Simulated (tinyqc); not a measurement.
Ways to converge the cycle: SCF convergence aids in the sto-6g basis, for H2O+, spin multiplicity 2. Computed by the program tinyqc with PySCF. UHF with one setting changed at a time; a run stops when the energy changes by less than 1e-09 hartree and the error matrix is below 1e-5. The start is the Wolfsberg-Helmholz matrix. Damping d keeps d of the old density; a shift (hartree) raises the virtual levels; DIIS n extrapolates F over n matrices.

Geometry (angstrom):

| atom | x | y | z |
|---|---|---|---|
| O | 0.0000 | 0.0000 | 0.0000 |
| H | 0.0000 | 0.8660 | 0.7620 |
| H | 0.0000 | -0.8740 | 0.7680 |

lowest solution found by these runs and by PySCF with stability checks = -75.353340 hartree

Largest element of the error matrix X^T (FDS - SDF) X:

| iteration | plain | damping 0.3 | damping 0.6 | shift 0.4 | DIIS 3 | DIIS 8 |
|---|---|---|---|---|---|---|
| 1 | 2.1e-01 | 2.1e-01 | 2.1e-01 | 2.1e-01 | 2.1e-01 | 2.1e-01 |
| 2 | 5.7e-02 | 7.9e-02 | 1.3e-01 | 7.5e-02 | 5.7e-02 | 5.7e-02 |
| 3 | 1.6e-02 | 4.4e-02 | 8.4e-02 | 3.7e-02 | 1.1e-02 | 1.1e-02 |
| 4 | 5.4e-03 | 2.3e-02 | 5.8e-02 | 1.7e-02 | 4.9e-03 | 4.9e-03 |
| 5 | 4.0e-03 | 1.2e-02 | 4.3e-02 | 8.9e-03 | 2.5e-03 | 2.2e-03 |
| 6 | 3.0e-03 | 6.3e-03 | 3.2e-02 | 5.7e-03 | 1.5e-03 | 1.2e-03 |
| 8 | 1.7e-03 | 3.1e-03 | 1.7e-02 | 3.4e-03 | 3.9e-05 | 3.8e-05 |
| 10 | 1.0e-03 | 2.2e-03 | 9.2e-03 | 2.1e-03 | 6.7e-06 | 3.9e-06 |
| 14 | 3.9e-04 | 1.1e-03 | 3.1e-03 | 1.0e-03 | - | - |
| 20 | 9.5e-05 | 4.1e-04 | 1.7e-03 | 3.6e-04 | - | - |
| 30 | 8.8e-06 | 8.3e-05 | 6.7e-04 | 7.0e-05 | - | - |
| 45 | - | - | 1.8e-04 | - | - | - |
| 60 | - | - | 4.7e-05 | - | - | - |

How each run ends:

| run | iterations | E (hartree) | state |
|---|---|---|---|
| plain | 31 | -75.353340 | lowest found |
| damping 0.3 | 44 | -75.353340 | lowest found |
| damping 0.6 | >60 | -75.353340 | falls steadily but slowly, by a factor of about 0.92 a step |
| shift 0.4 | 43 | -75.353340 | lowest found |
| DIIS 3 | 11 | -75.353340 | lowest found |
| DIIS 8 | 11 | -75.353340 | lowest found |

What does the comparison show, and why?

5 of 6 runs reach the lowest solution found, in 11 to 44 iterations (fastest: DIIS 3, DIIS 8). Not converged: damping 0.6. Plain steps already contract here, so damping only slows them. DIIS 3 and DIIS 8 gain by cancelling the error over several earlier matrices, much as a quasi-Newton step does.
